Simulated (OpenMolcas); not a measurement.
# AlH2F (SMILES [H][Al]([H])[F]) at 6 levels

We compute a comparison of 6 runs (HF/STO-3G, B3LYP/STO-3G, M06-2X/STO-3G, PBE/STO-3G, MP2/STO-3G, ACPF/STO-3G) of AlH2F. 

The calculation is run with OpenMolcas 26.06.

1 further run of the same task is left out (for a known fault of the program).

### 1 The system as given

AlH2F has 4 atoms, charge 0, and is taken as a singlet. SMILES: `[H][Al]([H])[F]`. Geometry: a GFN2-xTB relaxation, a rough one for these elements and not checked as a minimum.

Bond lengths: Al1–F4 1.642 Å, Al1–H2 1.528 Å, Al1–H3 1.528 Å. Angles: H2–Al1–F4 119.2°, H3–Al1–F4 119.2°, H2–Al1–H3 121.7°.

### 2 A single-point energy at HF/STO-3G (run 1)

input.xyz reads:

```xyz
4

Al     0.019600     0.032680     0.000940
H      1.546910    -0.017870     0.014080
H     -0.738990     1.358820    -0.019420
F     -0.827520    -1.373630     0.004400
```

job.inp reads:

```
&GATEWAY
  BASLIB = $CurrDir
  COORD = input.xyz
  BASIS = STO-3G
  GROUP = NoSym

&SEWARD

&SCF
  THRESHOLDS = 1e-10 1e-07 1e-07 1e-05
  PRORBITALS = 1 1
```

The basis set STO-3G is read from a file made from the Basis Set Exchange's data (not shown).

On the command line:

```console
$ export MOLCAS_MEM=1860
$ pymolcas job.inp > job.log
```

What it wrote:

```text
--- Start Module: gateway ---
[...]
--- Stop Module: gateway /rc=_RC_ALL_IS_WELL_ ---
--- Start Module: seward ---
[...]
      Basis functions           16
--- Stop Module: seward /rc=_RC_ALL_IS_WELL_ ---
--- Start Module: scf ---
[...]
       Convergence after   9 Iterations
[...]
::    Total SCF energy                               -338.2342523240
[...]
      Total spin, S                                     0.0000000000
[...]
      Total electronic charge=   24.000000
      Total            charge=   -0.000000
[...]
      Dipole Moment (debye):
      Origin of the operator (angstrom)=   -0.2996   -0.4972    0.0022
                   X=  3.6953E-01               Y=  6.1429E-01               Z=  6.4695E-03           Total=  7.1690E-01
      Quadrupole Moment (debye*angstrom):
[...]
--- Stop Module: scf /rc=_RC_ALL_IS_WELL_ ---
[...]
```

It took 1.6 s on 1 thread of Arm Neoverse V1, shared host; peak memory 0.37 GiB.

### 3 The energy at B3LYP/STO-3G (run 2)

input.xyz is that of step 2.

job.input reads:

```
* AlFH2 Kohn-Sham DFT

&gateway
  baslib
  $CurrDir
  coord
  input.xyz
  basis
  STO-3G
  group
  NoSym

&seward
  gridinput
  Grid=UltraFine
  End of Grid

&scf
  ksdft
  B3LYP
  thresholds
  1e-10 1e-07 1e-07 1e-05
  prorbitals
  1 1
```

The basis set STO-3G is read from a file made from the Basis Set Exchange's data (not shown).

On the command line:

```console
$ export MOLCAS_MEM=1860
$ pymolcas job.input > job.log
```

What it wrote:

```text
--- Start Module: gateway ---
[...]
--- Stop Module: gateway /rc=_RC_ALL_IS_WELL_ ---
--- Start Module: seward ---
[...]
      Basis functions           16
--- Stop Module: seward /rc=_RC_ALL_IS_WELL_ ---
--- Start Module: scf ---
[...]
       Convergence after  11 Iterations
[...]
::    Total KS-DFT energy                            -339.1137349264
[...]
      Total spin, S                                     0.0000000000
[...]
      Total electronic charge=   24.000000
      Total            charge=   -0.000000
[...]
      Dipole Moment (debye):
      Origin of the operator (angstrom)=   -0.2996   -0.4972    0.0022
                   X=  4.3041E-02               Y=  7.2240E-02               Z=  6.4174E-03           Total=  8.4335E-02
      Quadrupole Moment (debye*angstrom):
[...]
--- Stop Module: scf /rc=_RC_ALL_IS_WELL_ ---
[...]
```

It took 4.2 s on 1 thread of Arm Neoverse V1, shared host; peak memory 0.37 GiB.

Runs 3 to 5 aren't shown in full; the table further down has their settings and results.

### 4 A single-point energy at ACPF/STO-3G (run 6)

input.xyz is that of step 3.

job.inp reads:

```
* AlFH2 ACPF

&GATEWAY
  BasLib=$CurrDir
  Coord=input.xyz
  Basis=STO-3G
  Group=NoSym

&SEWARD

&SCF
  Thresholds=1e-10 1e-07 1e-07 1e-05
  PrOrbitals=1 1

&MOTRA
  Frozen=6

&GUGA
  Electrons=12
  Spin=1
  Inactive=6
  Active=0
  CIAll=1

&CPF
  ACPF
```

The basis set STO-3G is read from a file made from the Basis Set Exchange's data (not shown).

On the command line:

```console
$ export MOLCAS_MEM=1860
$ pymolcas job.inp > job.log
```

What it wrote:

```text
--- Start Module: gateway ---
[...]
--- Stop Module: gateway /rc=_RC_ALL_IS_WELL_ ---
[...]
      Basis functions           16
[...]
       Convergence after   9 Iterations
[...]
::    Total SCF energy                               -338.2342523240
[...]
      Total spin, S                                     0.0000000000
[...]
      *** WARNING: Default frozen orbitals is overwritten by user input.
      *** Default values:   3
[...]
--- Start Module: guga ---
[...]
--- Stop Module: guga /rc=_RC_ALL_IS_WELL_ ---
--- Start Module: cpf ---
[...]
      Active orbitals                            0       0
[...]
      Spin quantum number                      0.0
[...]
     FINAL ACPF ENERGY        -338.29835741
     FINAL CORRELATION ENERGY   -0.06410509  REFERENCE ENERGY    -338.23425232
[...]
      Title:  ACPF natural orbitals
[...]
      Total electronic charge=   24.000000
      Total            charge=    0.000000
[...]
      Dipole Moment (debye):
      Origin of the operator (angstrom)=   -0.2996   -0.4972    0.0022
                   X=  8.2828E-02               Y=  1.3817E-01               Z=  6.4716E-03           Total=  1.6123E-01
      Quadrupole Moment (debye*angstrom):
[...]
--- Stop Module: cpf /rc=_RC_ALL_IS_WELL_ ---
[...]
```

It took 1.7 s on 1 thread of Arm Neoverse V1, shared host; peak memory 0.37 GiB.

### 5 All runs side by side

```csv
run,level,integration grid,frozen core orbitals,energy (Eh),dipole moment (D) of the reference,HOMO energy (eV),LUMO energy (eV),wall time
1,HF/STO-3G,–,–,-338.234252,0.72,-8.93,9.27,1.6 s
2,B3LYP/STO-3G,UltraFine,–,-339.113735,0.08,-4.12,4.63,4.2 s
3,M06-2X/STO-3G,UltraFine,–,-339.119639,0.25,-6.24,5.92,4.2 s
4,PBE/STO-3G,UltraFine,–,-338.857737,0.10,-2.43,3.87,3.9 s
5,MP2/STO-3G,–,6,-338.281271,0.72,-8.93,9.27,1.6 s
6,ACPF/STO-3G,–,6,-338.298357,0.72,-8.93,9.27,1.7 s
```

### 6 Results

| quantity | value |
| --- | --- |
| run 6: total energy | -338.29836 Eh |
| run 6: dipole moment (mean-field density) | 0.72 D |
| run 6: HOMO energy (Hartree–Fock orbitals) | -8.93 eV |
| run 6: LUMO energy (Hartree–Fock orbitals) | 9.27 eV |
| run 6: HOMO–LUMO gap (Hartree–Fock orbitals) | 18.20 eV |
| run 6: correlation energy (6 core orbitals frozen) | -64.1 mEh |

What this shows: Below the HF energy at the same shape and in the same basis (STO-3G): MP2 -47.0 mEh; ACPF -64.1 mEh. Over runs 1, 2, 3, 4 the dipole moment (its size) runs from 0.08 D (B3LYP/STO-3G) to 0.72 D (HF/STO-3G). Over runs 1, 2, 3, 4 the HOMO–LUMO gap runs from 6.29 eV (PBE/STO-3G) to 18.20 eV (HF/STO-3G). Exact exchange widens orbital gaps. Totals of different functionals can't be ranked against each other. In runs 1, 2, 3, 4, 5, 6 the basis is minimal, so the values are rough. All runs together took 17 s, the longest 4.2 s.
